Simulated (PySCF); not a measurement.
For 3C-SiC, PBE (GTH pseudopotentials, Gaussian basis; PySCF) gives:

```
Quantity               Value
-------------------  -------
lattice parameter a  4.369 Å
bulk modulus         212 GPa
```

Q: What does MP2 (GTH pseudopotentials, Gaussian basis; PySCF) give for the same quantities?

A: 
- lattice constant a: 4.333 Å (shrinks by 0.8 %)
- bulk modulus: 230 GPa (rises by 8.5 %)

For comparison: lattice constant a 4.346 Å (measured, static lattice: zero-point anharmonic expansion removed, sources range from 4.341 to 4.348; as tabulated in Mejia-Rodriguez and Trickey (2018), arXiv:1807.09216); bulk modulus 229 GPa (measured, 0 K value with the zero-point phonon effect removed; as tabulated in Mejia-Rodriguez and Trickey (2018), arXiv:1807.09216).

Changes are worked out from the printed values.

Unless a cell is named, each level is at its own relaxed cell (PBE 10.42, MP2 10.17 Å³/atom).
